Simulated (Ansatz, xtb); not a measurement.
## H4OSSi: 3 structures ranked

3 gas-phase structures of H4OSSi, found in a search over its isomers (lower ones may exist). Each was relaxed with GFN2-xTB:

A. `O[SiH2]S`, a singlet
B. `[SiH3]OS`, a singlet
C. `OS[SiH3]`, a singlet

Q: Which do you expect lowest at r2SCAN-D4/def2-SVP, and how would the others follow?

A: Calculated order at r2SCAN-D4/def2-SVP: A (0.000), B (2.362), C (2.543) eV.

Energies above the lowest of each column, in eV; the last columns are at r2SCAN-D4/def2-TZVP geometries:

```csv
structure,GFN2-xTB,HF/STO-3G,r2SCAN-D4/def2-SVP,r2SCAN-D4/def2-TZVP,CCSD(T)/def2-TZVP
A,0.000,0.000,0.000,0.000,0.000
B,1.250,1.368,2.362,2.176,2.095
C,1.967,1.127,2.543,2.499,2.525
```

Every level run on A puts it lowest or level with the lowest. Some further structures that were screened fall inside this span and aren't listed. Flexible structures stand in one conformer each, not always the lowest.

Programs: Ansatz 0.2.0, xtb 6.7.1.
